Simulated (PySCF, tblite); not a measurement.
# Chlorine diatomic (Cl₂): isotopologues and vibrational averages

How do isotopes change the rotational constants and shieldings of Chlorine diatomic (Cl₂) (`ClCl`)?

Programs: PySCF 2.14.0 with density-fitted response routines of our own, and tblite 0.8.0. All values are computed, except where a source is named. Atoms count from 0 throughout.

## Step 1: The molecule as given

2 atoms, charge 0, multiplicity 1; geometry from: force field or distance geometry start.

Bonds of the start (Å): Cl0–Cl1 2.13.

## Step 2: GFN2-xTB relaxation, lowest of a short conformer search

What the job is given:

```
{"job": {"xc": "GFN2-xTB", "basis": "xTB", "kind": "relax"}, "charge": 0, "multiplicity": 1}
Cl     1.071600    -0.012200    -0.010600
Cl    -1.060500     0.017300    -0.046000
```

Command:

```
$ OMP_NUM_THREADS=1 python ens_run.py task.json out
```

This one command runs the whole study; its stages follow in the order run.

The log of the run:

```text
step      E/eV     max force
  0    -246.96292    1.583
  1    -247.02276    1.044
  2    -247.05862    0.296
  3    -247.06110    0.036
  4    -247.06114    0.001
```

It took 0.03 s on 1 thread of Intel Xeon Platinum 8488C, shared host.

The energy fell by 0.098 eV, and the atoms moved 0.06 Å (root mean square).

## Step 3: Tight optimisation and Hessian

What the job is given:

```
{"job": {"xc": "PBE0", "basis": "pcSseg-2", "grid": 2, "temperatures": [298.15, 700], "kind": "geom"}, "charge": 0, "multiplicity": 1}
Cl     1.013735    -0.011434    -0.011526
Cl    -1.002707     0.016507    -0.045069
```

The log of the run:

```text
step   0  E = -25037.3451317 eV  max force = 0.59687
step   1  E = -25037.3540018 eV  max force = 0.12024
step   2  E = -25037.3543342 eV  max force = 0.00859
step   3  E = -25037.3543359 eV  max force = 0.00023
step   4  E = -25037.3543359 eV  max force = 0.00023
harmonic wavenumbers (cm-1): 575.1
```

Run time: 18 s. Hardware: 1 thread of Intel Xeon Platinum 8488C, shared host; peak memory 0.39 GiB.

## Step 4: Displacements along the modes, parent

What the job is given:

```
{"job": {"xc": "PBE0", "basis": "pcSseg-2", "grid": 2, "temperatures": [298.15, 700], "kind": "vib", "mass_numbers": [35, 35]}, "charge": 0, "multiplicity": 1}
Cl     0.998682    -0.011225    -0.011776
Cl    -0.987654     0.016298    -0.044818
```

The log of the run:

```text
mode    cm-1    km/mol   phi_rrr   E(+)/cm-1  E(-)/cm-1
  1    575.14     0.00    -157.4      98.11     109.36
```

It took 3.4 s on 1 thread of Intel Xeon Platinum 8488C, shared host; peak memory 0.39 GiB.

## Step 5: Displacements along the modes, 37Cl at atom 0

What the job is given:

```
{"job": {"xc": "PBE0", "basis": "pcSseg-2", "grid": 2, "temperatures": [298.15, 700], "kind": "vib", "mass_numbers": [37, 35]}, "charge": 0, "multiplicity": 1}
Cl     0.998682    -0.011225    -0.011776
Cl    -0.987654     0.016298    -0.044818
```

The log of the run:

```text
mode    cm-1    km/mol   phi_rrr   E(+)/cm-1  E(-)/cm-1
  1    567.32     0.00    -154.2      96.81     107.83
```

Run time: 3.2 s. Hardware: 1 thread of Intel Xeon Platinum 8488C, shared host; peak memory 0.39 GiB.

## Step 6: Displacements along the modes, 37Cl at atom 0, 37Cl at atom 1

What the job is given:

```
{"job": {"xc": "PBE0", "basis": "pcSseg-2", "grid": 2, "temperatures": [298.15, 700], "kind": "vib", "mass_numbers": [37, 37]}, "charge": 0, "multiplicity": 1}
Cl     0.998682    -0.011225    -0.011776
Cl    -0.987654     0.016298    -0.044818
```

The log of the run:

```text
mode    cm-1    km/mol   phi_rrr   E(+)/cm-1  E(-)/cm-1
  1    559.39     0.00     150.9     106.28      95.49
```

It took 3.3 s on 1 thread of Intel Xeon Platinum 8488C, shared host; peak memory 0.39 GiB.

## Step 7: Vibrational averages by isotopologue

What the job is given:

```
{"job": {"xc": "PBE0", "basis": "pcSseg-2", "grid": 2, "temperatures": [298.15, 700], "kind": "iso"}, "charge": 0, "multiplicity": 1}
Cl     0.998682    -0.011225    -0.011776
Cl    -0.987654     0.016298    -0.044818
```

The log of the run:

```text
parent
  Be/MHz None 7322.457 7322.457
  B0/MHz None 7302.588 7302.588
  ZPE/cm-1 287.6
  <sigma>(0 K)/ppm 624.484 624.485
37Cl at atom 0
  Be/MHz None 7124.662 7124.662
  B0/MHz None 7105.594 7105.594
  ZPE/cm-1 283.7
  <sigma>(0 K)/ppm 624.661 624.661
37Cl at atom 0, 37Cl at atom 1
  Be/MHz None 6926.867 6926.867
  B0/MHz None 6908.589 6908.589
  ZPE/cm-1 279.7
  <sigma>(0 K)/ppm 624.840 624.840
```

Wall time 30 s (1 thread of Intel Xeon Platinum 8488C, shared host); peak memory 0.39 GiB. This counts the whole study up to here.

Rotational constants (MHz) at equilibrium and in the ground state:

```csv
isotopologue,Be,B0,zero-point change (cm⁻¹)
parent,7322.5,7302.6,0.0
37Cl at atom 0,7124.7,7105.6,-3.9
"37Cl at atom 0, 37Cl at atom 1",6926.9,6908.6,-7.9
```

Shieldings of the first species (ppm): at equilibrium, the vibrational parts at 0 K, and the averages:

```csv
atom,equilibrium,anharmonic,harmonic,0 K,298.15 K,700 K
Cl0,637.41,-8.23,-4.70,624.48,620.24,607.11
Cl1,637.41,-8.23,-4.70,624.48,620.24,607.11
```

Isotope effects on the shieldings at 0 K (ppb; positive means more shielded):

```csv
atom,37Cl at atom 0,"37Cl at atom 0, 37Cl at atom 1"
Cl0,177,356
Cl1,176,356
```

## Step 8: Results

| quantity | value |
| --- | --- |
| point group | D∞h |
| B0 of the first species | 7302.6 MHz |
| zero-point energy | 288 cm⁻¹ |
| zero-point change of σ(Cl0) | -12.92 ppm |

In words: Zero-point motion changes the shielding of Cl0, Cl1 most, by -12.92 ppm. The largest secondary isotope effect is 176 ppb on Cl1, 1 bond from the change (37Cl at atom 0).
